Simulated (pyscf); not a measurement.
F–SiH(F)–O–SiH₃ + HF -> F–SiH(F)–F + HO–SiH₃, a four-centre exchange (singlet surface; O–Si, F–H broken, F–Si, H–O formed). PySCF, gas phase, ωB97X-D3(BJ)/def2-SVP geometries. Energies in eV from the separated reactants.

Small-basis levels: PySCF, no dispersion term, spherical d functions. 

Question: In single points B3LYP/6-31G* puts the saddle at 0.25 eV and the reaction energy at -0.52 eV. Should these be trusted to within a few kcal/mol? Compare with ωB97M-D3(BJ)/def2-TZVP.

Answer: ωB97M-D3(BJ)/def2-TZVP gives ΔE‡ = 0.67 eV and ΔE = -0.21 eV. B3LYP/6-31G* lies 0.42 eV under it in the barrier and 0.31 eV under it in the reaction energy, so on this step it does not hold to within 0.13 eV. ωB97M-D3(BJ)/def2-TZVP has limits of its own. One saddle was located; it need not be the lowest between these sides.
